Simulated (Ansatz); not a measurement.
Seven cases of bond dissociation energy of first-row species (electronic energies, kcal/mol); geometries: B3LYP-D3(BJ)/def2-TZVP. The cases were drawn at random from those of this class that have a high level and all functionals, leaving out states under which another spin lies or may lie. Left out are anions, K, Ca, elements past Kr, ionisation of Li, Na and Mg, pi-pi* triplets of linear molecules and other triplets made from a closed-shell parent. Runs that doubt their state, and full CI more than 15 mEh from coupled cluster, are set aside; a case stays where another high level and all functionals remain. AFQMC serves as high level only in triple zeta or larger, with a steady walk, a bar under 0.8 kcal/mol and agreement with other high levels or trials where they ran; where none ran, an unstable determinant or (outside 3d species) a high T1 diagnostic also bars it, so strongly correlated cases are thinned. No case was kept or dropped by the size of a functional's miss. High levels with a bar over 0.5 kcal/mol are left out too, and the seventh case lies inside the range of the six. Affinities count positive where energy is released, gaps as the second state minus the first. B3LYP is by Ansatz (an electronic-structure program) in def2-TZVPD. High levels (Ansatz): P = CCSD(T)/CBS(cc-pVQZ,cc-pV5Z) + [CCSDT(Q) - CCSD(T)]/cc-pVDZ + core + X2C; Q = CCSD(T)/CBS(cc-pVTZ,cc-pVQZ) + [CCSDT(Q) - CCSD(T)]/cc-pVDZ + core + X2C. Radicals and triplets start from unrestricted determinants; spin-orbit coupling is neglected. CBS(X,Y): correlation extrapolated as X^-3, Hartree-Fock from the larger set (Q,5: extrapolated as (X+1)exp(-9√X)). A bracket is a step between two methods taken in the basis named. The functionals are non-relativistic, so their misses hold any scalar relativity. '+ core + X2C': CCSD(T) terms for core correlation (cc-pwCVTZ) and scalar relativity (cc-pVTZ-DK). Where a partner has so few electrons that a lower coupled-cluster level is exact, that level stands in. The UHF reference of C3H3 ([CH]=C=C, doublet) is spin-contaminated (<S^2> up to 0.21 over the pure value in the sets run). The UHF reference of C2H4NO (CC([NH])=O, doublet) is spin-contaminated (<S^2> up to 0.14 over the pure value in the sets run).

```tsv
case	B3LYP	level	high level
C3H8O (SMILES C(O)CC) → C2H5 (SMILES [CH2]C, doublet) + CH3O (SMILES O[CH2], doublet)	82.3	Q	92.2
C3H4 (SMILES C=C=C) → C3H3 (SMILES [CH]=C=C, doublet) + H (doublet)	96.5	P	97.8
C2H5NO (SMILES CC(N)=O) → C2H4NO (SMILES CC([NH])=O, doublet) + H (doublet)	115.8	Q	119.6
C2H6O (ethanol, SMILES CCO) → C2H5O (SMILES C[CH]O, doublet) + H (doublet)	98.2	Q	102.3
C2H5NO (SMILES CC(N)=O) → CH2NO (SMILES N[C]=O, doublet) + CH3 (SMILES [CH3], doublet)	85.5	Q	93.2
CH2F2 (difluoromethane, SMILES FCF) → CHF2 (SMILES F[CH]F, doublet) + H (doublet)	105.5	P	108.9
CH3NO (SMILES C(=O)N) → CH2NO (SMILES N[C]=O, doublet) + H (doublet)	97.4	P	withheld
```

### Question
Fit a straight line from B3LYP to the high level over the first six rows by least squares, predict the seventh, and compare with the calculation.

### Answer
Means: B3LYP 97.30, high level 102.33. Sxx = 775.18, Sxy = 636.65, slope 0.8213, intercept +22.42 kcal/mol; residual standard deviation 2.5 kcal/mol. Seventh row: 0.8213·(97.4) +22.42 = 102.4 kcal/mol. The calculation gave 100.4 kcal/mol: the line differs from it by +2.0, B3LYP itself by -3.0.
